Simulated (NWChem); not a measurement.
**One shape, several levels: C2H4F2 (SMILES FCCF)**

We compute a comparison of 4 runs (PBE/def2-SVPD, SVWN5/def2-SVPD, r2SCAN/def2-SVPD, CCSD(T)/def2-SVPD) of C2H4F2. 

Program for the calculation: NWChem 7.3.0.

## Step 1: The structure to begin with

The species is C2H4F2 (8 atoms), meant as a singlet with charge 0. SMILES: `FCCF`. The coordinates come from a PBE0-D4/def2-TZVP relaxation. This is one conformer, not always the lowest.

Bond lengths: F1–C2 1.378 Å, C2–C3 1.498 Å, C3–F4 1.378 Å, C2–H5 1.094 Å, C2–H6 1.095 Å, C3–H7 1.095 Å, C3–H8 1.094 Å. Some angles: F1–C2–C3 110.9°, C2–C3–F4 110.9°, F1–C2–H5 108.2°, F1–C2–H6 108.3°, C3–C2–H5 110.5°, C3–C2–H6 109.4°, C2–C3–H7 109.4°, C2–C3–H8 110.5°, F4–C3–H7 108.3°, F4–C3–H8 108.2°.

## Step 2: Energy and forces at PBE/def2-SVPD (run 1)

Input file geom.xyz:

```xyz
8
C2H4F2
F     -1.312370     0.775570     0.874010
C     -0.115750     0.716060     0.193200
C      0.217900    -0.696080    -0.177380
F     -0.618130    -1.153280    -1.172850
H     -0.201180     1.337840    -0.702830
H      0.670250     1.117960     0.841860
H      1.248900    -0.742470    -0.544780
H      0.110390    -1.355610     0.688780
```

Input file geom.nw:

```
start geom
title "C2H4F2"
memory total 2200 mb

geometry units angstroms noautosym nocenter noautoz
   load geom.xyz
end

basis spherical bse
   * library def2-SVPD
end

dft
   xc xpbe96 cpbe96
   grid fine
   convergence energy 1e-08
   maxiter 100
   mulliken
end

task dft gradient
```

Launch:

```console
$ nwchem geom.nw > geom.out
```

Output:

```text
[...]
          Wavefunction type:  closed shell.
          No. of atoms     :     8
          No. of electrons :    34
[...]
          Charge           :     0
          Spin multiplicity:     1
[...]
          AO basis - number of functions:   118
[...]
              XC Information
              --------------
          PerdewBurkeErnzerhof Exchange Functional  1.000
            Perdew 1991 LDA Correlation Functional  1.000 local
           PerdewBurkeErnz. Correlation Functional  1.000 non-local
[...]
 d= 0,ls=0.0,diis     1   -277.7060372683 -4.06D+02  1.71D-02  8.95D-01     2.8
[...]
 d= 0,ls=0.0,diis     8   -277.8055544095 -2.30D-09  1.77D-06  6.59D-08    19.0
         Total DFT energy =     -277.805554409525
      One electron energy =     -637.443380635655
           Coulomb energy =      264.400096000977
    Exchange-Corr. energy =      -32.896911116895
 Nuclear repulsion energy =      128.134641342048
[...]
      Total Density - Mulliken Population Analysis
     ---------------------------------------------
    Atom       Charge   Shell Charges
 -----------   ------   -------------------------------------------------------
    1 F    9     9.41   1.99  1.14  0.79  0.06  3.34  1.89  0.15  0.01  0.04
    2 C    6     5.39   1.98  0.96 -0.31  0.08  2.07  0.43  0.07  0.12
    3 C    6     5.39   1.98  0.96 -0.31  0.08  2.07  0.43  0.07  0.12
    4 F    9     9.41   1.99  1.14  0.79  0.06  3.34  1.89  0.15  0.01  0.04
    5 H    1     1.11   0.77  0.30  0.02  0.02
    6 H    1     1.09   0.77  0.30  0.02 -0.00
    7 H    1     1.09   0.77  0.30  0.02 -0.00
    8 H    1     1.11   0.77  0.30  0.02  0.02
[...]
  wavefunction    = closed shell
                         DFT ENERGY GRADIENTS
    atom               coordinates                        gradient
                 x          y          z           x          y          z
   1 F      -2.480020   1.465615   1.651639    0.012239  -0.001229  -0.006929
   2 C      -0.218736   1.353157   0.365095   -0.003030   0.003015   0.001109
   3 C       0.411771  -1.315400  -0.335200   -0.001250  -0.003854  -0.001766
   4 F      -1.168096  -2.179383  -2.216365    0.008333   0.005254   0.010112
   5 H      -0.380175   2.528151  -1.328156    0.000412  -0.005903   0.008409
   6 H       1.266589   2.112638   1.590885   -0.007539  -0.004003  -0.005766
   7 H       2.360079  -1.403065  -1.029485   -0.009806   0.000609   0.003078
   8 H       0.208607  -2.561731   1.301605    0.000641   0.006110  -0.008247
[...]
```

It took 26 s on 1 thread of Intel Xeon at 2.60GHz (Ice Lake), shared host; peak memory 0.12 GiB.

## Step 3: Energy and forces at SVWN5/def2-SVPD (run 2)

Input file mol.xyz:

```xyz
8
C2H4F2 SVWN5
F     -1.312370     0.775570     0.874010
C     -0.115750     0.716060     0.193200
C      0.217900    -0.696080    -0.177380
F     -0.618130    -1.153280    -1.172850
H     -0.201180     1.337840    -0.702830
H      0.670250     1.117960     0.841860
H      1.248900    -0.742470    -0.544780
H      0.110390    -1.355610     0.688780
```

Input file mol.nw:

```
START mol
TITLE "C2H4F2 SVWN5"
memory 2200 mb
charge 0

GEOMETRY units angstroms noautosym nocenter noautoz
load format xyz mol.xyz
END

BASIS spherical bse
* library def2-SVPD
END

DFT
xc slater vwn_5
grid fine
convergence energy 1e-08
iterations 100
mulliken
END

TASK dft gradient
```

Launch:

```console
$ nwchem mol.nw > mol.out
```

Output:

```text
[...]
          Wavefunction type:  closed shell.
          No. of atoms     :     8
          No. of electrons :    34
[...]
          Charge           :     0
          Spin multiplicity:     1
[...]
          AO basis - number of functions:   118
[...]
              XC Information
              --------------
                        Slater Exchange Functional  1.000 local
                      VWN V Correlation Functional  1.000 local
[...]
 d= 0,ls=0.0,diis     1   -275.9911006080 -4.04D+02  1.89D-02  1.30D+00     2.1
[...]
 d= 0,ls=0.0,diis    10   -276.1001463829 -3.37D-09  1.43D-07  5.93D-10    16.6
         Total DFT energy =     -276.100146382950
      One electron energy =     -637.294065537676
           Coulomb energy =      264.188419131184
    Exchange-Corr. energy =      -31.129141318505
 Nuclear repulsion energy =      128.134641342048
[...]
      Total Density - Mulliken Population Analysis
     ---------------------------------------------
    Atom       Charge   Shell Charges
 -----------   ------   -------------------------------------------------------
    1 F    9     9.37   1.99  1.12  0.80  0.07  3.34  1.87  0.14  0.01  0.04
    2 C    6     5.50   1.98  0.94 -0.25  0.07  2.10  0.46  0.07  0.15
    3 C    6     5.50   1.98  0.94 -0.25  0.07  2.10  0.46  0.07  0.15
    4 F    9     9.37   1.99  1.12  0.80  0.07  3.34  1.87  0.14  0.01  0.04
    5 H    1     1.08   0.74  0.31  0.02  0.01
    6 H    1     1.06   0.74  0.31  0.02 -0.01
    7 H    1     1.06   0.74  0.31  0.02 -0.01
    8 H    1     1.08   0.74  0.31  0.02  0.01
[...]
  wavefunction    = closed shell
                         DFT ENERGY GRADIENTS
    atom               coordinates                        gradient
                 x          y          z           x          y          z
   1 F      -2.480020   1.465615   1.651639   -0.001518   0.000712   0.001157
   2 C      -0.218736   1.353157   0.365095    0.008317   0.013992  -0.003653
   3 C       0.411771  -1.315400  -0.335200    0.011423  -0.010131   0.006714
   4 F      -1.168096  -2.179383  -2.216365   -0.000740  -0.001154  -0.001507
   5 H      -0.380175   2.528151  -1.328156    0.000839  -0.006293   0.010048
   6 H       1.266589   2.112638   1.590885   -0.008595  -0.004204  -0.006674
   7 H       2.360079  -1.403065  -1.029485   -0.011077   0.000354   0.003626
   8 H       0.208607  -2.561731   1.301605    0.001352   0.006724  -0.009710
[...]
```

Wall time 23 s (1 thread of Intel Xeon at 2.60GHz (Ice Lake), shared host); peak memory 0.12 GiB.

Run 3 isn't shown in full; the table further down has it.

## Step 4: The energy at CCSD(T)/def2-SVPD (run 4)

Input file c2h4f2.nw:

```
start c2h4f2
title "C2H4F2"
memory total 2200 mb

geometry units angstrom noautosym nocenter noautoz
  F    -1.312370    0.775570    0.874010
  C    -0.115750    0.716060    0.193200
  C     0.217900   -0.696080   -0.177380
  F    -0.618130   -1.153280   -1.172850
  H    -0.201180    1.337840   -0.702830
  H     0.670250    1.117960    0.841860
  H     1.248900   -0.742470   -0.544780
  H     0.110390   -1.355610    0.688780
end

basis spherical bse
  * library def2-SVPD
end

scf
  thresh 1e-08
  maxiter 80
end

ccsd
  freeze core 4
  maxiter 60
end

task ccsd(t)
```

Launch:

```console
$ nwchem c2h4f2.nw > c2h4f2.out
```

Output:

```text
[...]
  functions       =   118
[...]
  wavefunction    = RHF
[...]
         Total SCF energy =   -276.728753390861
      One-electron energy =   -637.487621300818
      Two-electron energy =    232.624226567909
 Nuclear repulsion energy =    128.134641342048
        Time for solution =     25.1s
[...]
 Total MP2 energy:           -277.407632049450797
[...]
             energy      energy      error      ampl     ampl      Block
                                                time     time      time
[...]
 Total CCSD energy:           -277.438743456894713
[...]
 Total CCSD+T(CCSD) energy:           -277.458746572595430
[...]
 Total CCSD(T) energy:                -277.456835718269360
[...]
```

It took 6.5 min on 1 thread of Intel Xeon at 2.60GHz (Ice Lake), shared host; peak memory 0.53 GiB.

## Step 5: The series

| run | level | task | integration grid | energy (Eh) | dipole moment (D) of the reference | HOMO energy (eV) | LUMO energy (eV) | wall time |
| --- | --- | --- | --- | --- | --- | --- | --- | --- |
| 1 | PBE/def2-SVPD | gradient | fine | -277.805554 | 2.60 | -7.92 | -0.01 | 26 s |
| 2 | SVWN5/def2-SVPD | gradient | fine | -276.100146 | 2.68 | -8.06 | -0.05 | 23 s |
| 3 | r2SCAN/def2-SVPD | gradient | fine | -277.961590 | 2.67 | -8.30 | 0.85 | 33 s |
| 4 | CCSD(T)/def2-SVPD | energy | – | -277.456836 | – | -14.10 | 2.56 | 6.5 min |

## Step 6: Results

```
                                          quantity          value
                               run 4: total energy  -277.45684 Eh
        run 4: HOMO energy (Hartree–Fock orbitals)      -14.10 eV
        run 4: LUMO energy (Hartree–Fock orbitals)        2.56 eV
      run 4: HOMO–LUMO gap (Hartree–Fock orbitals)       16.67 eV
run 4: correlation energy (4 core orbitals frozen)     -728.1 mEh
                             run 4: (T) correction     -18.09 mEh
```

**Reading.** Over runs 1, 2, 3 the dipole moment (its size) runs from 2.60 D (PBE/def2-SVPD) to 2.68 D (SVWN5/def2-SVPD). Over runs 1, 2, 3 the HOMO–LUMO gap runs from 7.91 eV (PBE/def2-SVPD) to 9.15 eV (r2SCAN/def2-SVPD). Totals of different functionals can't be ranked against each other. All runs together took 7.9 min, the longest 6.5 min.
